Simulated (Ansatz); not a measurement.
**ClH3SSi (SMILES S[SiH2]Cl): functionals against CCSD(T) at one geometry**

One table from this session's results is given with a row withheld; the runs are named, their logs left out.

Computed with Ansatz 0.2.0, Gaussian basis. Level: single points in def2-TZVPP.

Correlated methods freeze the cores. B3LYP uses VWN-RPA correlation.

**Where the work starts**

SMILES `S[SiH2]Cl`, 6 atoms, charge 0, spin multiplicity 1.

Atoms are counted from 1 here; the program's logs count them from 0.

Bond lengths: S1–Si2 2.170 Å, S1–H4 1.370 Å, Si2–Cl3 2.041 Å, Si2–H5 1.460 Å, Si2–H6 1.409 Å. Angles: Si2–S1–H4 96.2°, S1–Si2–Cl3 110.2°, S1–Si2–H5 107.3°, S1–Si2–H6 103.9°, Cl3–Si2–H5 108.3°, Cl3–Si2–H6 112.0°, H5–Si2–H6 114.9°.

As a file:

| atom | x (Å) | y (Å) | z (Å) |
| --- | --- | --- | --- |
| S1 | -1.0928 | -1.2700 | -0.2735 |
| Si2 | 0.5040 | 0.0861 | 0.2908 |
| Cl3 | -0.2019 | 1.9973 | 0.4089 |
| H4 | -1.6433 | -0.4612 | -1.2319 |
| H5 | 1.5105 | 0.0349 | -0.7650 |
| H6 | 0.9319 | -0.3960 | 1.5435 |

The first run:

File run/in.yaml:

```yaml
crystal:
  periodic: [false, false, false]
  atoms:
    - {symbol: S, position_ang: [-1.092800, -1.270000, -0.273500]}
    - {symbol: Si, position_ang: [0.504000, 0.086100, 0.290800]}
    - {symbol: Cl, position_ang: [-0.201900, 1.997300, 0.408900]}
    - {symbol: H, position_ang: [-1.643300, -0.461200, -1.231900]}
    - {symbol: H, position_ang: [1.510500, 0.034900, -0.765000]}
    - {symbol: H, position_ang: [0.931900, -0.396000, 1.543500]}
basis:
  gaussian: {orbitals: def2-TZVPP}
correlation: {method: ccsd_t}
output: {forces: true}
```

The command line of these runs was not kept.

Among the steps run: CCSD(T)/def2-TZVPP; PBE0-D4/def2-TZVPP; wB97M-V/def2-TZVPP; r2SCAN-D4/def2-TZVPP; PBE-D4/def2-TZVPP; BLYP-D4/def2-TZVPP; B3LYP-D4/def2-TZVPP.

One of the session's tables, all rows but one given; the rest of the session is left out.

| method | RMS force component (eV/Å) | angle to CCSD(T) forces (°) | dipole (D) |
| --- | --- | --- | --- |
| CCSD(T) | 0.626 | reference | 0.78 |
| PBE0-D4 | 0.657 | 5.7 | 0.78 |
| wB97M-V | ? | ? | ? |
| r2SCAN-D4 | 0.639 | 4.9 | 0.76 |
| PBE-D4 | 0.651 | 14.6 | 0.71 |
| BLYP-D4 | 0.596 | 17.7 | 0.72 |
| B3LYP-D4 | 0.598 | 5.2 | 0.78 |

Estimate the missing values for wB97M-V.

As computed: RMS force component (eV/Å): 0.612; angle to CCSD(T) forces (°): 3.8; dipole (D): 0.79. In the column «RMS force component (eV/Å)» it lies between B3LYP-D4 (0.598) and CCSD(T) (0.626).
